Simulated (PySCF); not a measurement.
Molfile (atoms numbered from 1):
```
C2H4O3S
     RDKit          3D

 10  9  0  0  0  0  0  0  0  0999 V2000
    1.5125    0.6271   -0.3126 C   0  0  0  0  0  0  0  0  0  0  0  0
    0.6047    0.1872    0.5404 C   0  0  0  0  0  0  0  0  0  0  0  0
   -0.7434   -0.7846   -0.0055 S   0  0  0  0  0  6  0  0  0  0  0  0
   -0.7305   -0.8613   -1.4322 O   0  0  0  0  0  0  0  0  0  0  0  0
   -0.8107   -1.9427    0.8152 O   0  0  0  0  0  0  0  0  0  0  0  0
   -1.9873    0.1148    0.4228 O   0  0  0  0  0  0  0  0  0  0  0  0
    1.4211    0.4226   -1.3731 H   0  0  0  0  0  0  0  0  0  0  0  0
    2.3702    1.1925    0.0317 H   0  0  0  0  0  0  0  0  0  0  0  0
    0.6372    0.3371    1.6132 H   0  0  0  0  0  0  0  0  0  0  0  0
   -2.2216    0.6854   -0.3216 H   0  0  0  0  0  0  0  0  0  0  0  0
  1  2  2  0
  2  3  1  0
  3  4  2  0
  3  5  2  0
  3  6  1  0
  1  7  1  0
  1  8  1  0
  2  9  1  0
  6 10  1  0
M  END
```

- GIAO B97-2/pcSseg-2 shieldings
- geometry: PBE0-D3(BJ)/def2-TZVP
- run in PySCF
- relativity neglected, no solvent model, rapidly exchanging positions averaged, single conformer

Shifts are taken against calculated references (same method and geometry level): 13C (185.38 ppm), 1H (31.64 ppm) vs TMS; 33S (517.10 ppm) against CS2; 17O (327.66 ppm) against H2O.

```csv
atoms,nucleus,count,δ (ppm)
C2,13C,1,144.6
H8,1H,1,6.10
H10,1H,1,4.64
H9,1H,1,?
S3,33S,1,?
O4/O5,17O,2,?
O6,17O,1,196.4
H7,1H,1,6.67
C1,13C,1,134.9
```

Question: Fill in the missing shifts.

Answer: 
- H9: 6.82 ppm, hydrogen on an alkene CH; attached to an sp2 carbon and in the plane of the double bond
- S3: 329 ppm, sulfonyl sulfur
- O4/O5: 206.8 ppm, S=O oxygen

OH and NH positions are those of a molecule without intermolecular hydrogen bonds; in solution they move with solvent, concentration and temperature, and exchange usually removes their couplings. Shifts are as computed. Against solution values, carbons near 30 ppm lie about +3 ppm off and those near 130 ppm about +7 ppm. Of 1309 compounds with measured shifts, 239 miss one by over three times the rms of a fit or turn the order of signals round; such compounds aren't used in these exercises. Experimental scales use liquid or dissolved standards, which lie at an offset from isolated H2O (liquid H2O: subtract about 36 ppm).
